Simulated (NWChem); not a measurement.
Molecule: BCl$_{3}$; SMILES ClB(Cl)Cl

All runs: NWChem. Medium grid unless said otherwise, to which SCAN and Minnesota functionals are sensitive. The geometry was optimised at PBE0/def2-SVP. Hybrids' shares of exact exchange are those that their runs print; pure functionals count as 0. The functionals differ in more than this share.

```
row                                     share of exact exchange  orbital gap (eV)
--------------------------------------  -----------------------  ----------------
LDA (Slater exchange, VWN5)/def2-TZVPD                     0.00              4.84
PBE/def2-TZVPD                                             0.00              4.97
B3LYP/def2-TZVPD                                           0.20              6.84
PBE0/def2-TZVPD                                            0.25              7.31
M06-2X/def2-TZVPD                                          0.54              9.55
Hartree-Fock/def2-TZVPD                                    1.00          withheld
```

Q: Fit a straight line of the last column on the one before it, predict the withheld value, and compare with the run.

A: 
1. Means of the 5 shown rows: x = 0.198, y = 6.702. Slope Σ(x − x̄)(y − ȳ)/Σ(x − x̄)² = 1.718/0.1981 = 8.671; intercept 4.985.
2. The shown rows scatter about the line by 0.122 (root mean square); the largest residual is +0.16, at PBE0/def2-TZVPD.
3. At x = 1.00 (Hartree-Fock/def2-TZVPD; beyond the shown range) the line gives 13.66.
4. The run gives 13.61, -0.05 from the line, 0.4 times the scatter.
